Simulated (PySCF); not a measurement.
**Phosphorus: highly charged ions in a basis for the neutral atom**

P¹¹⁺ [He] 2s2, P¹²⁺ [He] 2s1. All numbers are calculated (PySCF 2.14, the non-relativistic Hamiltonian (point nucleus), in aug-cc-pV(D+d)Z). No spin-orbit coupling, so a gap to NIST mixes the basis error with missing relativistic terms.

Changed run: basis of the neutral atom used for a highly charged ion. This setting is unsound on purpose.

```tsv
species	method	sound run (hartree)	changed run (hartree)	converged
P¹¹⁺	UHF	not run	-257.91134	yes
P¹¹⁺	PBE	not run	-257.89908	yes
P¹¹⁺	r2SCAN	not run	-257.96710	yes
P¹²⁺	UHF	not run	-237.73055	yes
P¹²⁺	PBE	not run	-237.63960	yes
P¹²⁺	r2SCAN	not run	-237.76424	yes
```

Ionisation energy of P¹¹⁺:

```
method  changed run (eV)     NIST (eV)
   UHF            549.15  560.62 ± 0.1
   PBE            551.29  560.62 ± 0.1
r2SCAN            549.75  560.62 ± 0.1
```

The contracted functions were made for the neutral atom and can be too rigid for a highly charged ion.
